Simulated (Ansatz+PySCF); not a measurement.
# singlet N2: levels of theory in one basis

```xyz
2

N     0.0000    0.0000   -0.9331
N     0.0000    0.0000    0.9331
```

Basis set: STO-3G (spherical functions). Frozen core: 2 orbitals. Charge 0, multiplicity 1.

Computed with Ansatz (development build ahead of 0.2.0); each method stands on the lowest determinant of its kind that the runs found.

```csv
method,E − E(RHF) (eV),<S²> of the determinant
RHF,0.00,0.00
UHF,-8.64,2.64
RHF-MP2,-2.42,–
UHF-MP2,-8.81,2.64
RHF-CCSD(T),-4.52,–
UHF-CCSD(T),-9.55,2.64
```

Task: What does full CI (lowest root of this spin) give on the same scale?

Result: -9.73 eV.

At such a shape the full CI root can have another spatial symmetry than the determinants, so the rows needn't describe one state.

Task: Is a single determinant a sound starting point here?

Result: It is doubtful. Unrestricted orbitals lower Hartree–Fock by 8.64 eV and <S²> is 2.64 where a pure state has 0.00, a sign of strong static correlation.

Caution for RHF, RHF-MP2, RHF-CCSD(T): an unrestricted determinant lies well below. Caution for RHF, UHF, RHF-MP2, UHF-MP2, RHF-CCSD(T), UHF-CCSD(T): the determinant may break the point group. Caution for UHF, UHF-MP2, UHF-CCSD(T): the unrestricted determinant is a mixture of spin states. Caution for RHF-MP2: large amplitudes, a single reference is doubtful. Caution for RHF-MP2, UHF-MP2: another reference gives a lower total. Caution for UHF-MP2, UHF-CCSD(T): bonds are stretched, where a single reference can fail. Caution for RHF-CCSD(T): very large amplitudes, the method is breaking down; the amplitudes may be one of several solutions. Caution for UHF-CCSD(T): the program doubts this total.
